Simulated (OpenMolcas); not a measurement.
**NH3 (SMILES N): levels of theory compared**

Wanted: a comparison of 3 runs (MP2/3-21G, MP2/6-31G**, MP2/6-311++G(2d,2p)) of NH3. 

The results are computed with OpenMolcas 26.06.

## Step 1: The molecule

The species is NH3 (4 atoms), meant as a singlet with charge 0. SMILES: `N`. Geometry: relaxed at GFN2-xTB.

Bond lengths: N1–H2 1.013 Å, N1–H3 1.013 Å, N1–H4 1.013 Å. Angles: H2–N1–H3 107.7°, H2–N1–H4 107.7°, H3–N1–H4 107.7°.

## Step 2: The energy at MP2/3-21G (run 1)

input.xyz reads:

```xyz
4

N     -0.068160     0.242830     0.108060
H      0.491930    -0.300470     0.753380
H     -0.891960    -0.300620    -0.118350
H      0.468190     0.358250    -0.743090
```

job.input reads:

```
&GATEWAY
 BasLib=$CurrDir
 Coord=input.xyz
 Basis=3-21G
 Group=NoSym

&SEWARD

&SCF
 PrOrbitals=1 1

&MBPT2
 Frozen=1
```

The basis set 3-21G is read from a file made from the Basis Set Exchange's data (not shown).

The run is started by

```bash
$ export MOLCAS_MEM=1860
$ pymolcas job.input > job.log
```

Standard output:

```text
--- Start Module: gateway ---
[...]
--- Stop Module: gateway /rc=_RC_ALL_IS_WELL_ ---
[...]
      Basis functions           15
[...]
--- Start Module: scf ---
[...]
       Convergence after   9 Iterations
[...]
::    Total SCF energy                                -55.8710328086
[...]
      Total spin, S                                     0.0000000000
[...]
      Total electronic charge=   10.000000
      Total            charge=   -0.000000
[...]
      Dipole Moment (debye):
      Origin of the operator (angstrom)=   -0.0520    0.1853    0.0825
                   X=  5.2439E-01               Y= -1.8703E+00               Z= -8.3185E-01           Total=  2.1131E+00
      Quadrupole Moment (debye*angstrom):
[...]
--- Stop Module: scf /rc=_RC_ALL_IS_WELL_ ---
--- Start Module: mbpt2 ---
[...]
WARNING!
Default frozen orbitals as non valence orbitals is overwritten by user input.
Default values:   1
[...]
       Reference weight ( Cref**2 )         =        0.96702
::    Total MBPT2 energy                              -55.9825396826
[...]
      Total MBPT2 calculations                           0.03      0.04
--- Stop Module: mbpt2 /rc=_RC_ALL_IS_WELL_ ---
[...]
```

Run time: 1.4 s. Hardware: 1 thread of Arm Neoverse V2, shared host; peak memory 0.37 GiB.

## Step 3: A single-point energy at MP2/6-31G(d,p) (spherical functions) (run 2)

input.xyz is that of step 2.

job.input reads:

```
* H3N MP2
>>> EXPORT MOLCAS_PRINT=2
&gateway
baslib=$CurrDir
coord=input.xyz
basis=6-31Gss
group=NoSym
&seward
&scf
prorbitals=1 1
&mbpt2
frozen=1
```

The basis set 6-31G** is read from a file made from the Basis Set Exchange's data (not shown).

The run is started by

```bash
$ export MOLCAS_MEM=1860
$ pymolcas job.input > job.log
```

Standard output:

```text
--- Start Module: gateway ---
[...]
--- Stop Module: gateway /rc=_RC_ALL_IS_WELL_ ---
[...]
      Basis functions           29
[...]
--- Start Module: scf ---
[...]
       Convergence after   9 Iterations
[...]
::    Total SCF energy                                -56.1949523142
[...]
      Total spin, S                                     0.0000000000
[...]
      Total electronic charge=   10.000000
      Total            charge=   -0.000000
[...]
      Dipole Moment (debye):
      Origin of the operator (angstrom)=   -0.0520    0.1853    0.0825
                   X=  4.5314E-01               Y= -1.6160E+00               Z= -7.1877E-01           Total=  1.8257E+00
      Quadrupole Moment (debye*angstrom):
[...]
--- Stop Module: scf /rc=_RC_ALL_IS_WELL_ ---
--- Start Module: mbpt2 ---
[...]
WARNING!
Default frozen orbitals as non valence orbitals is overwritten by user input.
Default values:   1
[...]
       Reference weight ( Cref**2 )         =        0.94912
::    Total MBPT2 energy                              -56.3808571856
[...]
      Total MBPT2 calculations                           0.03      0.04
--- Stop Module: mbpt2 /rc=_RC_ALL_IS_WELL_ ---
[...]
```

Run time: 1.5 s. Hardware: 1 thread of Arm Neoverse V2, shared host; peak memory 0.37 GiB.

## Step 4: The energy at MP2/6-311++G(2d,2p) (run 3)

input.xyz is that of step 3.

job.inp reads:

```
&gateway
baslib=$CurrDir
coord=input.xyz
basis=6-311ppG2d2p
group=NoSym
&seward
&scf
prorbitals=1 1
&mbpt2
frozen=1
```

The basis set 6-311++G(2d,2p) is read from a file made from the Basis Set Exchange's data (not shown).

The run is started by

```bash
$ export MOLCAS_MEM=1860
$ pymolcas job.inp > job.log
```

Standard output:

```text
--- Start Module: gateway ---
[...]
--- Stop Module: gateway /rc=_RC_ALL_IS_WELL_ ---
[...]
      Basis functions           57
[...]
--- Start Module: scf ---
[...]
       Convergence after  10 Iterations
[...]
::    Total SCF energy                                -56.2176667537
[...]
      Total spin, S                                     0.0000000000
[...]
      Total electronic charge=   10.000000
      Total            charge=   -0.000000
[...]
      Dipole Moment (debye):
      Origin of the operator (angstrom)=   -0.0520    0.1853    0.0825
                   X=  4.0341E-01               Y= -1.4385E+00               Z= -6.3986E-01           Total=  1.6253E+00
      Quadrupole Moment (debye*angstrom):
[...]
--- Stop Module: scf /rc=_RC_ALL_IS_WELL_ ---
--- Start Module: mbpt2 ---
[...]
WARNING!
Default frozen orbitals as non valence orbitals is overwritten by user input.
Default values:   1
[...]
       Reference weight ( Cref**2 )         =        0.94064
::    Total MBPT2 energy                              -56.4334643723
[...]
      Total MBPT2 calculations                           0.05      0.06
--- Stop Module: mbpt2 /rc=_RC_ALL_IS_WELL_ ---
[...]
```

Run time: 2.1 s. Hardware: 1 thread of Arm Neoverse V2, shared host; peak memory 0.39 GiB.

## Step 5: The series

| run | level | energy (Eh) | dipole moment (D) of the reference | HOMO energy (eV) | LUMO energy (eV) | wall time |
| --- | --- | --- | --- | --- | --- | --- |
| 1 | MP2/3-21G | -55.982540 | 2.11 | -10.93 | 7.32 | 1.4 s |
| 2 | MP2/6-31G** (spherical functions) | -56.380857 | 1.83 | -11.36 | 6.10 | 1.5 s |
| 3 | MP2/6-311++G(2d,2p) | -56.433464 | 1.63 | -11.59 | 1.18 | 2.1 s |

## Step 6: Outcome

| quantity | value |
| --- | --- |
| run 3: total energy | -56.43346 Eh |
| run 3: dipole moment (mean-field density) | 1.63 D |
| run 3: HOMO energy (Hartree–Fock orbitals) | -11.59 eV |
| run 3: LUMO energy (Hartree–Fock orbitals) | 1.18 eV |
| run 3: HOMO–LUMO gap (Hartree–Fock orbitals) | 12.78 eV |
| run 3: correlation energy (1 core orbital frozen) | -215.8 mEh |

Over the runs the total energy spans 12.270 eV. All runs together took 5.1 s, the longest 2.1 s.
